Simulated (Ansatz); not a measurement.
Reactions of C5H6, SMILES `C=C=C1CC1`.

Calculated with Ansatz (gas phase, PBE0-D4/def2-TZVP geometries, no zero-point term in ΔE). CBS: MP2 limit from def2 TZ/QZ plus the TZ coupled-cluster correction, frozen cores. This one scheme is used for every species, atoms too. Functionals use def2-TZVPP. Open shells (•) are unrestricted, without spin–orbit coupling. Spin–orbit coupling would lower the free atoms: a little for C. One conformer a species, not always the lowest.

```
                           reaction  revPBE-D4 (eV)  MP2/CBS(def2) (eV)  ωB97M-V (eV)  HF/CBS(def2) (eV)  CCSD(T)/CBS(def2) (eV)
          `C=C=C1CC1` → 5 C• + 6 H•           49.70               49.99         49.33              36.18                   48.98
          `C=C=C1CC1` → `C#CC(=C)C`           -0.46               -0.84         -0.63              -0.89                   -0.80
          `C=C=C1CC1` → `C#C/C=C/C`           -0.48               -0.83         -0.63              -0.92                   -0.80
           `C=C=C1CC1` → `C#CC1CC1`           -0.08               -0.52         -0.31              -0.43                   -0.39
`C=C=C1CC1` → `C1=C[C@H]2C[C@@H]12`            0.11               -0.19         -0.01               0.21                   -0.07
          `C=C=C1CC1` → `CC1=CC=C1`            0.85                0.64          0.74               0.81                    0.55
          `C=C=C1CC1` → `C=CC1=CC1`            0.11               -0.03          0.10               0.02                    0.00
```

Largest T1 diagnostic: 0.012, for `CC1=CC=C1`.
